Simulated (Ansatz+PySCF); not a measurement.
# doublet CH4S(+): levels of theory in one basis

```yaml
atoms:
  - { symbol: C, position_ang: [-1.2315, 0.0231, 0.0236] }
  - { symbol: H, position_ang: [-1.7070, 0.9764, 0.2069] }
  - { symbol: H, position_ang: [-1.7588, -0.9085, -0.1278] }
  - { symbol: S, position_ang: [0.5792, -0.0806, -0.0812] }
  - { symbol: H, position_ang: [0.8932, 1.2383, -0.1730] }
  - { symbol: H, position_ang: [0.9443, -0.1703, 1.2369] }
```

Basis set: cc-pVTZ on H, C; cc-pV(T+d)Z on S (spherical functions). Frozen core: 6 orbitals. Correlation on ROHF uses semicanonical orbitals with singles. Charge 1, multiplicity 2.

Computed with Ansatz (development build ahead of 0.2.0); each method stands on the lowest determinant of its kind that the runs found.

```json
{"method": "ROHF", "E − E(ROHF) (eV)": "0.00", "<S²> of the determinant": "0.75"}
{"method": "UHF", "E − E(ROHF) (eV)": "-0.14", "<S²> of the determinant": "0.77"}
{"method": "ROHF-MP2", "E − E(ROHF) (eV)": "-8.81", "<S²> of the determinant": "–"}
{"method": "UHF-MP2", "E − E(ROHF) (eV)": "-8.79", "<S²> of the determinant": "0.77"}
```

Problem. What does ROHF-CCSD(T) give on the same scale?

Solution. -10.22 eV.
